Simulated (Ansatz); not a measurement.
**Worked example: ideal-gas entropy of HOF (hypofluorous acid)**

A singlet with charge 0, relaxed at wB97X/cc-pVQZ-DK (sfX2C) (Ansatz 0.2.0):

```xyz
3

O     0.4291   -0.2113    0.2154
F    -0.2217    1.0144   -0.0109
H    -0.2074   -0.8032   -0.2045
```

Harmonic wavenumbers in cm⁻¹: 1042, 1446, 3811.

Masses in u: O 15.999, F 18.998, H 1.008. Take T = 298.15 K, p = 1 bar, R = 8.3145 J/(mol K), kT/hc = 207.22 cm⁻¹, rigid rotor and harmonic oscillator.

Problem. Work out S° at 298 K.

Solution. 
1. Translation (Sackur–Tetrode): S = R[3/2 ln M + 5/2 ln T − 1.1517] with M = 36.005 gives 153.5 J/(mol K).
2. Rotation: principal moments 0.847, 18.038, 18.885 u Å² give A, B, C = 19.9022, 0.9346, 0.8927 cm⁻¹; the symmetry number is σ = 1; q = (√π/σ)√((kT/hc)³/ABC) = 1297; S = R(ln q + 3/2) = 72.1.
3. Vibration: with u = ν̃/207.22, each mode gives R[u/(eᵘ − 1) − ln(1 − e⁻ᵘ)]; the sum is 0.4, most from 1042 cm⁻¹ (0.3), 1446 cm⁻¹ (0.1).
4. Spin: R ln 1 = 0.0.
5. Sum: 153.5 + 72.1 + 0.4 + 0.0 = 226.0 J/(mol K).

No measured value is set beside it here.
